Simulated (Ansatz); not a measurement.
A nudged elastic band was laid between two geometries of C2H4N (7 atoms, charge 0, multiplicity 2).

Theory: Ansatz 0.2.0, UKS PBE/def2-SVP.

```yaml
movable_images: 1
climbing_image: no
spring: 5.0 eV/Å²
optimiser: quadratic models (default)
start_path: through a guess of the saddle point
force_threshold: 0.05 eV/Å
iteration_limit: 60
end_points: relaxed
```

First end point:

```xyz
7
Properties=species:S:1:pos:R:3
C -0.697 0.390 -0.353
C 0.210 -0.508 0.406
N 1.457 -0.500 0.496
H -1.416 0.875 0.339
H -0.137 1.176 -0.910
H -1.303 -0.203 -1.069
H 1.886 -1.231 1.090
```

Last end point:

```xyz
7
Properties=species:S:1:pos:R:3
C -0.528 0.294 -0.267
C 0.689 -0.374 0.341
N 1.882 -0.023 0.165
H -1.206 0.647 0.537
H -0.229 1.151 -0.898
H -1.094 -0.436 -0.881
H 0.486 -1.259 1.003
```

Task: What changes between the two ends?

Result: Bonds broken: N3–H7. Bonds formed: C2–H7.

Task: Give the energies along the band, and the barrier.

Result: It converged. The highest image is number 1 of 0 to 2, 28.2 kJ/mol above the first end and 41.5 kJ/mol above the last; the last end lies 13.3 kJ/mol below the first. No image climbed, so the highest image needn't sit at the top of the path. A band with more images between the same ends climbed to 1.63 eV, so this one has probably stepped over the top. So few images can step over the top or miss a turn of the path.

```json
{"image": "0", "path coordinate (Å)": "0.00", "energy (kJ/mol)": "0.0", "N3–H7 (Å)": "1.04", "C2–H7 (Å)": "1.95"}
{"image": "1", "path coordinate (Å)": "1.40", "energy (kJ/mol)": "28.2", "N3–H7 (Å)": "1.05", "C2–H7 (Å)": "2.04"}
{"image": "2", "path coordinate (Å)": "2.81", "energy (kJ/mol)": "-13.3", "N3–H7 (Å)": "2.05", "C2–H7 (Å)": "1.12"}
```

Task: What is the geometry of the highest image?

Result: 
```xyz
7
Properties=species:S:1:pos:R:3
C -0.605 0.431 -0.378
C 0.801 0.100 -0.023
N 1.535 -0.659 0.619
H -1.215 0.677 0.521
H -0.632 1.313 -1.049
H -1.105 -0.408 -0.911
H 1.222 -1.454 1.221
```

The band took 13 iterations and of the order of 60 core-seconds.

Run time: 64 s on 1 thread of Intel(R) Xeon(R) Processor @ 2.50GHz (Skylake/Cascade Lake), with other jobs on the host, peak memory 0.13 GiB.
